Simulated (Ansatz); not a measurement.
Results of PBE-D3(BJ) in Ansatz (plane waves, PAW) for rock-salt HfC.

Run with plane-wave cutoff 520 eV, 20×20×20 k mesh, Fermi–Dirac smearing 0.05 eV, scalar-relativistic PAW data made under PBE.

Pressure at four volumes; x = ln(V/12.321 Å³). One pressure is withheld.

```
V (Å³/atom)        x  P (GPa)
-----------  -------  -------
11.582       -0.0619        ?
11.829       -0.0408    10.80
12.321        0.0000     0.03
13.061        0.0583   -12.61
```

Task: Pass a parabola P(x) through the three rows shown, estimate the bulk modulus and its pressure derivative near zero pressure, and predict the withheld pressure.

Result: Slopes between the rows: (0.03 − (10.80))/(0.0000 − (-0.0408)) = -263.97 and (-12.61 − (0.03))/(0.0583 − (0.0000)) = -216.81 GPa. Their difference over the span 0.0991 is c = 47.16/0.0991 = 475.9 GPa, so P(x) = 10.80 + (-263.97)(x − (-0.0408)) + 475.9 (x − (-0.0408))(x − (0.0000)). At the middle row B = −dP/dx = −[-263.97 + 475.9 × 0.0408] = 244.6 GPa, and B′ = dB/dP = 2c/B = 3.9. At x = -0.0619 the parabola gives 16.99 GPa; the run gives 17.04 GPa. The Birch–Murnaghan fit to the energies at all volumes has B0 = 243 GPa and B′ = 3.9.

Measured, for comparison: bulk modulus 242 GPa (room temperature, not corrected to a static lattice, our sources range from 242 to 286; as tabulated in Synthesis of Binary Transition Metal Nitrides, Carbides and Borides from the …). Computed (rounded) less measured: bulk modulus not scored (sources differ).

Spin–orbit coupling is not included.

Ansatz is a first-principles code.
